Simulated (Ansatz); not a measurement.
Start from `NCCS` and change one element to get `NCCO`.

Ansatz, PBE0-D4/def2-TZVP geometries, multiplicity 1. Each molecule was computed in one conformer, which needn't be the lowest.

```json
{"property": "ideal-gas entropy at 298 K and 1 bar (rigid rotor, harmonic PBE0-D4/def2-TZVP) / J/(mol·K)", "`NCCS`": "309"}
{"property": "size of the dipole moment (ωB97M-V/def2-TZVPP) / D", "`NCCS`": "2.03"}
{"property": "LUMO energy (PBE/def2-TZVPP) / eV", "`NCCS`": "-0.41"}
{"property": "HOMO energy (B3LYP/def2-TZVPP) / eV", "`NCCS`": "-6.54"}
{"property": "zero-point energy (PBE0-D4/def2-TZVP) / kJ/mol", "`NCCS`": "244.7"}
{"property": "HOMO energy (PBE0/def2-TZVPP) / eV", "`NCCS`": "-6.77"}
```

Task: Give the same properties after the change, and the shifts. (Best estimate.)

Result: The calculation gave: 
```json
{"property": "ideal-gas entropy at 298 K and 1 bar (rigid rotor, harmonic PBE0-D4/def2-TZVP) / J/(mol·K)", "`NCCO`": "297", "shift": "-12"}
{"property": "size of the dipole moment (ωB97M-V/def2-TZVPP) / D", "`NCCO`": "0.88", "shift": "-1.15"}
{"property": "LUMO energy (PBE/def2-TZVPP) / eV", "`NCCO`": "0.15", "shift": "0.56"}
{"property": "HOMO energy (B3LYP/def2-TZVPP) / eV", "`NCCO`": "-6.53", "shift": "0.01"}
{"property": "zero-point energy (PBE0-D4/def2-TZVP) / kJ/mol", "`NCCO`": "258.4", "shift": "13.7"}
{"property": "HOMO energy (PBE0/def2-TZVPP) / eV", "`NCCO`": "-6.75", "shift": "0.02"}
```

Dipoles are sizes alone; their direction can turn.

B3LYP here is the variant with VWN-RPA as its local correlation; programs differ in this.
